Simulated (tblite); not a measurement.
C₂H₄NO (doublet state).
Atom-mapped SMILES: `[H]/[N:1]=[CH:2]\[CH2:3][O:4]` (hydrogens: H5 on N1; H6 on C2; H7, H8 on C3)
Bond orders are those of one Lewis drawing.

Computed with GFN2-xTB (tblite), gas phase: L-BFGS steps from a force-field or distance-geometry start until the largest atomic force falls under 0.01 eV/Å.

At the end of the run (lengths in Å): N1=C2 1.230, C2–C3 1.579, N1–H5 1.014, C3–O4 1.289, C2–H6 1.082, C3–H7 1.116, C3–H8 1.116, C2–N1–H5 120.6°, H7–C3–H8 109.8°, N1–C2–C3 127.7°, C3–C2–H6 112.0°, N1–C2–C3–O4 0°.

**Question.** These geometries were met on the way; a selection of coordinates is given. Order them by energy above the end point, lowest first.
A. N1=C2 1.238, C2–C3 1.577, N1–H5 1.010, C3–O4 1.292, C2–H6 1.081, C3–H7 1.126, C3–H8 1.127, C2–N1–H5 117.9°, H7–C3–H8 112.9°, N1–C2–C3 124.1°, C3–C2–H6 116.8°, N1–C2–C3–O4 0°
B. N1=C2 1.241, C2–C3 1.574, N1–H5 1.012, C3–O4 1.291, C2–H6 1.063, C3–H7 1.114, C3–H8 1.113, C2–N1–H5 107.4°, H7–C3–H8 101.6°, N1–C2–C3 118.4°, C3–C2–H6 115.6°, N1–C2–C3–O4 -1°
C. N1=C2 1.221, C2–C3 1.601, N1–H5 1.032, C3–O4 1.287, C2–H6 1.086, C3–H7 1.106, C3–H8 1.106, C2–N1–H5 115.6°, H7–C3–H8 112.3°, N1–C2–C3 119.3°, C3–C2–H6 115.1°, N1–C2–C3–O4 0°
D. N1=C2 1.240, C2–C3 1.580, N1–H5 1.012, C3–O4 1.293, C2–H6 1.087, C3–H7 1.122, C3–H8 1.123, C2–N1–H5 116.9°, H7–C3–H8 113.5°, N1–C2–C3 122.1°, C3–C2–H6 116.7°, N1–C2–C3–O4 0°
E. N1=C2 1.315, C2–C3 1.524, N1–H5 1.053, C3–O4 1.313, C2–H6 1.096, C3–H7 1.103, C3–H8 1.105, C2–N1–H5 99.1°, H7–C3–H8 100.4°, N1–C2–C3 122.1°, C3–C2–H6 117.9°, N1–C2–C3–O4 -1°

**Answer.** A (0.034 eV), D (0.058 eV), C (0.115 eV), B (0.275 eV), E (0.643 eV).

```
step  E above end (eV)  rms distance from the end, all atoms (Å)  largest force (eV/Å)  rms shift of all bonds from the end (Å)
   8             0.034                                     0.055                 0.740                                    0.007
   7             0.058                                     0.082                 0.808                                    0.006
   4             0.115                                     0.122                 0.871                                    0.013
   2             0.275                                     0.164                 1.040                                    0.009
   0             0.643                                     0.179                 5.249                                    0.043
```

Rows stand in the order of the answer.
